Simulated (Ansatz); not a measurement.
A run of Ansatz (development build ahead of 0.2.0) on triplet COS at this shape:

```xyz
3

O    -0.8950    1.3356   -0.4947
C    -0.2797    0.4174   -0.1546
S     0.5524   -0.8243    0.3053
```

Its results:

| Property | Result |
| --- | --- |
| Converged | yes |
| Total energy | -510.87797 hartree |
| Spin squared of the determinant | 2.006 |
| Stability test | minimum |

Forces (eV/Å):
```
atom      Fx      Fy      Fz
  O1  -3.093   4.616  -1.710
  C2   0.986  -1.472   0.546
  S3   2.107  -3.144   1.164
```

Task: Which input gives this output? Name the method, the orbitals and the basis set, and write the input.

Result: PBE0 (unrestricted) in def2-SVP.

```yaml
crystal:
  periodic: [false, false, false]
  atoms:
    - { symbol: O, position_ang: [-0.895, 1.3356, -0.4947] }
    - { symbol: C, position_ang: [-0.2797, 0.4174, -0.1546] }
    - { symbol: S, position_ang: [0.5524, -0.8243, 0.3053] }
basis:
  gaussian: { orbitals: def2-SVP }
magnetization:
  spin_polarized: true
  initial_magnetization: 2
hamiltonian:
  xc: pbe0
output:
  forces: true
```

Caution: another spin multiplicity may lie lower.
